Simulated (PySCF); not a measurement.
**Level of theory and bond dissociation enthalpies: cyclopropene**

Structure: `C1=CC1` (C3H4). Non-hydrogen atoms are numbered in `[CH:1]1=[CH:2][CH2:3]1`. These are map numbers, not IUPAC locants.

All levels share the PBE0-D3(BJ)/def2-SVP structures and the PBE0-D3(BJ)/def2-SVP thermal terms; only the single-point energies (PySCF) change. Values are bond dissociation enthalpies (298 K, kJ/mol).

```tsv
level	C3–H	C1–H	mean abs. error	time
HF/def2-TZVP	313	364	101.1	4.1 s
r2SCAN-D3(BJ)/def2-TZVP (grid 3)	396	441	21.0	41 s
PBE0-D3(BJ)/def2-SV(P)	398	447	17.1	4.4 s
PBE0-D3(BJ)/aug-cc-pVDZ	398	446	17.6	10 s
HSE06/def2-TZVP	399	447	16.5	25 s
PBE0-D3(BJ)/cc-pVDZ	400	447	16.1	5.3 s
PBE0-D3(BJ)/ma-def2-TZVP	401	450	14.3	15 s
PBE0-D3(BJ)/def2-TZVPD	401	450	14.3	18 s
LC-ωPBE/def2-TZVP	401	454	11.9	24 s
PBE0-D3(BJ)/aug-cc-pVTZ	401	450	13.9	36 s
PBE0-D3(BJ)/def2-TZVP	401	450	14.0	–
PBE-D3(BJ)/def2-TZVP	401	443	17.1	19 s
M06-L/def2-TZVP (grid 3)	401	443	17.2	44 s
PBE0-D3(BJ)/jun-cc-pV(T+d)Z	401	450	13.7	21 s
OPBE/def2-TZVP	401	445	16.3	20 s
PBE0-D3(BJ)/ma-def2-SVP	401	454	11.8	6.2 s
PBE0-D3(BJ)/aug-pcseg-1	402	448	14.6	9.3 s
PBE0-D3(BJ)/6-311+G**	402	449	13.9	8.5 s
PBE0-D3(BJ)/def2-TZVPP	402	451	13.2	17 s
PBE0-D3(BJ)/pcseg-2	402	451	13.0	16 s
BHandHLYP/def2-TZVP	402	453	11.9	11 s
BLYP-D3(BJ)/def2-TZVP	402	440	18.2	19 s
PBE0-D3(BJ)/6-311++G(2d,2p)	402	450	13.3	13 s
PBE0-D3(BJ)/def2-SVPD	403	455	10.8	8 s
PBE0-D3(BJ)/cc-pVTZ	403	451	12.8	16 s
PBE0-D3(BJ)/pcseg-1	403	451	12.7	5.1 s
PBE0-D3(BJ)/def2-SVP	403	454	10.8	5.1 s
B97-2/def2-TZVP	403	449	13.6	12 s
PBE0-D3(BJ)/6-31+G*	404	448	13.3	5.8 s
PBE0-D3(BJ)/6-31G*	408	451	9.9	4.4 s
B3LYP-D3(BJ)/def2-TZVP	408	453	9.1	13 s
TPSS-D3(BJ)/def2-TZVP (grid 3)	408	450	10.5	42 s
TPSSh-D3(BJ)/def2-TZVP (grid 3)	409	453	8.7	32 s
M06/def2-TZVP (grid 3)	409	454	8.1	36 s
CAM-B3LYP-D3(BJ)/def2-TZVP	409	458	5.8	14 s
ωB97X-D3(BJ)/def2-TZVP	410	458	5.4	14 s
BP86-D3(BJ)/def2-TZVP	413	454	6.3	18 s
M06-2X/def2-TZVP (grid 3)	415	460	3.9	33 s
ωB97M-D3(BJ)/def2-TZVP (grid 3)	415	460	3.9	33 s
PBE0-D3(BJ)/6-31G	418	464	4.5	3.5 s
LDA/def2-TZVP	447	493	30.4	16 s
ATcT 1.112	421	458
```

Times are wall times for all single points of a level on 1 thread of Arm Neoverse N1, a shared host; the dash marks the run that also made the structures. BLYP, BP86, HSE06, LC-ωPBE, LDA, M06-L, OPBE, PBE, TPSS, r2SCAN ran on a slower path of this set-up, which computes the density-fitting integrals anew in every SCF cycle while the other levels store them. So the times needn't show the usual order of cost, and those levels read slower than they are.

Hartree-Fock leaves out electron correlation, so its bond energies come out too low, often by 100 kJ/mol or more.

The widest spread is that of C3–H: 134 kJ/mol, from 313 to 447.

Known limits: radicals beside a multiple bond are drawn in one resonance form, and their spin spreads.
